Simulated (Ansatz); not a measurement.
This script drives the Ansatz DFT code, driven from Python.

Script `c2h5no_torsion.py`:
```python
"""Energy of C2H5NO as one group turns about a bond."""

import ansatz as az
from ase import Atoms

atoms = Atoms(["C", "O", "C", "N", "H", "H", "H", "H", "H"], positions=[
    [0.2527, 0.8634, -0.8993],
    [0.0551, -0.5157, -0.8199],
    [-0.1921, -1.0029, 0.4025],
    [-0.1646, -0.2683, 1.4679],
    [0.3762, 1.1544, -1.979],
    [-0.71, 1.426, -0.5801],
    [1.0962, 1.2463, -0.327],
    [-0.2207, -2.0832, 0.3933],
    [-0.4042, -0.8663, 2.3245],
])

# relax first, so that the scan starts from a minimum
first = (
    az.Crystal.molecule_from_ase(atoms).calculation()
    .basis(gaussian="def2-SVP")
    .functional("R2SCAN0")
    .relax(force_tolerance=0.02, max_steps=80)
)
atoms.positions = first.run(threads=1, pin="off").report["positions_ang"]

start = atoms.get_dihedral(0, 1, 2, 3)
energies = {}
for turn in range(0, 360, 40):
    turned = atoms.copy()
    turned.set_dihedral(0, 1, 2, 3, start + turn, indices=[2, 3, 7, 8])
    model = (
        az.Crystal.molecule_from_ase(turned).calculation()
        .basis(gaussian="def2-SVP")
        .functional("R2SCAN0")
    )
    energies[round((start + turn) % 360)] = model.run(threads=1, pin="off").report["free_energy_ev"]
floor = min(energies.values())
print("dihedral C0-O1-C2-N3 (deg)   E - E(min) (kcal/mol)")
for angle, e in sorted(energies.items()):
    print(f"{angle:8d} {23.060548 * (e - floor):14.3f}  " + "#" * int(30 * (e - floor) / max(max(energies.values()) - floor, 1e-9)))
```

It is started by `python c2h5no_torsion.py`. How long does it take on 1 thread of Arm Neoverse V2 (shared host), and how much memory does it need?

It took about 48 s, with a peak of 0.24 GiB, for 10 runs of the engine.

```console
$ python c2h5no_torsion.py
dihedral C0-O1-C2-N3 (deg)   E - E(min) (kcal/mol)
      40          5.689  ##############
      80         12.162  #############################
     120         11.021  ###########################
     160          7.831  ###################
     200          7.825  ###################
     240         11.011  ###########################
     280         12.168  ##############################
     320          5.694  ##############
     360          0.000
```

The scan is rigid and the energies are electronic, in a modest basis. With rigid groups the curve can differ much from the relaxed path, the start wasn't checked as a minimum of this torsion, and equivalent turns needn't return to the same energy.
